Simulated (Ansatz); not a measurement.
System: 2H WSe₂. Method: r²SCAN in Ansatz (PAW).

Numerical settings: plane-wave cutoff 600 eV, 12×12×4 k mesh (along the axes of the cell as run), finite displacements, no spin polarisation, scalar-relativistic PAW data made under PBE.

Computed at the level's own relaxed cell.

Harmonic phonon frequencies (cm⁻¹; i marks an imaginary mode; at Γ without the LO shift):

```csv
q point,frequencies
Γ,0 0 0 15 15 23 174 174 174 174 246 246 246 246 250 251 306 308
```

Note: the cell comes from a level without a dispersion term, which matters for the spacing of layers, chains or molecules; the cell has widely spaced layers and the level no dispersion term, so their spacing and the moduli can rest on weak binding.

Ansatz is a quantum-chemistry and plane-wave program.
